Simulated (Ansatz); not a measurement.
# How close CCSD(T) comes to the exact answer in a basis

Each species is computed at the geometry given (Å), with frozen cores, in Ansatz 0.2.0: RHF-CCSD(T) for singlets, UHF-CCSD(T) otherwise, and full CI in the same basis. The program picks the determinant by a search with trial CCSD, so it needn't be the lowest Hartree–Fock solution. States: H2Se singlet A', HCB⁺ quartet Σ⁻ or Δ, Mg2H doublet A'. Cases whose determinant has another symmetry than full CI's state, or lies over 0.5 eV above the lowest of its kind, whose (Q) step broke down or whose higher cluster runs on it stay over 0.1 eV above full CI weren't drawn. No relativity is included.

**Question.** Judging by size, spin and bonding, rank them by the size of CCSD(T)'s error in total energy against full CI in the same basis, smallest first (an estimate).
A. HCB⁺, quartet, 6-31G: B 0.000 0.000 1.259; C 0.000 0.000 -0.094; H 0.000 0.000 -1.165
B. Mg2H, doublet, cc-pVDZ: Mg -1.064 0.000 1.047; Mg 1.058 0.000 -1.142; H 0.144 0.000 2.294
C. H₂Se, singlet, 6-31G: Se 0.000 -0.025 0.001; H 0.000 1.002 -1.047; H 0.000 0.920 0.965

**Answer.** C (4.7 meV), A (16.9 meV), B (21.7 meV).

```csv
species,basis,correlated electrons,CCSD(T) − full CI (meV),CCSDT(Q) − full CI (meV),unpaired electrons (full CI),T1,⟨S²⟩ of the determinant
"H2Se, singlet",6-31G,8,4.7,0.1,0.02,0.006,0.00
"HCB⁺, quartet",6-31G,7,16.9,-0.3,3.01,0.017,3.76
"Mg2H, doublet",cc-pVDZ,5,21.7,0.1,1.12,0.062,0.89
```

Unpaired electrons are Σ n²(2−n)² over natural occupations; an open shell counts its own unpaired electrons too. Frozen cores follow each run's orbitals, which moves totals by a few meV.
